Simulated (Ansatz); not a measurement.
Worked example: HSi–CH$_{2}$, quartet against HSi–CH2, doublet

Geometry (PBE0/def2-TZVP stationary point of a doublet), kept for both states (HSi–CH2, doublet: A'; HSi–CH2, quartet: A'):

```xyz
5

Si    0.0000   -0.0890    0.5568
C     0.0000    0.0881   -1.1386
H     0.0000    1.0983    1.4676
H     0.0000    1.0786   -1.5870
H     0.0000   -0.7467   -1.8283
```

Basis cc-pVTZ; Ansatz 0.2.0. Correlated methods freeze the noble-gas cores. Prefix R: restricted or restricted open-shell reference; prefix U: unrestricted.

Full CI isn't at hand for all of this; UCCSDT(Q) serves as the reference, and is uncertain by about the last step of the cluster series.

Unrestricted rows (U, and Kohn–Sham where it breaks symmetry) aren't spin-pure: their determinants' ⟨S²⟩ exceeds S(S+1) by up to 0.44, so they mix in states of higher spin.

```tsv
level	E(HSi–CH2, doublet) (hartree)	E(HSi–CH2, quartet) (hartree)
UHF	-328.475595	-328.420903
UMP2	-328.722217	-328.642708
UCCSD(T)	-328.776691	-328.683945
PBE	-329.109654	-329.014510
r2SCAN	-329.264817	-329.180402
UCCSDT(Q)	-328.780043	-328.685343
```

Problem. Give the vertical gap, HSi–CH2 quartet less HSi–CH2 doublet, at each level in eV (1 hartree = 27.2114 eV), and each error against UCCSDT(Q).

Solution. UCCSDT(Q): (-328.685343 − (-328.780043)) × 27.2114 = 2.577 eV (the reference)
r2SCAN: (-329.180402 − (-329.264817)) × 27.2114 = 2.297 eV, error -0.280 eV
PBE: (-329.014510 − (-329.109654)) × 27.2114 = 2.589 eV, error 0.012 eV
UCCSD(T): (-328.683945 − (-328.776691)) × 27.2114 = 2.524 eV, error -0.053 eV
UMP2: (-328.642708 − (-328.722217)) × 27.2114 = 2.164 eV, error -0.413 eV
UHF: (-328.420903 − (-328.475595)) × 27.2114 = 1.488 eV, error -1.089 eV

Total energies of functionals can't be set beside those of wave-function methods, since they hold the core's correlation and their own absolute errors; only the differences compare.

Each level lands on the state that its own search finds. T1 diagnostics of restricted CCSD: 0.025 and 0.020.
